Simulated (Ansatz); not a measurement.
Results of r²SCAN-D4 (plane waves, PAW; Ansatz, a quantum-chemistry and plane-wave program) for bcc Cs.

Run with plane-wave cutoff 500 eV, 18×18×18 k mesh, Fermi–Dirac smearing 0.1 eV, scalar-relativistic PAW data made under PBE.

Computed at the level's own relaxed cell.

Predict the volume per atom and equilibrium lattice constant a.


* **volume per atom**: 121.61 Å³/atom
* **equilibrium lattice constant a**: 6.242 Å

Measured, for comparison: equilibrium volume per atom 110.12 Å³/atom, lattice constant a 6.039 Å (low-temperature or extrapolated to 0 K; zero-point anharmonic expansion removed; as tabulated in Csonka et al. (2009), arXiv:0903.4037). Computed (rounded) less measured: equilibrium volume per atom +10.4 %, lattice constant a +3.4 %.

Spin–orbit coupling is not included.
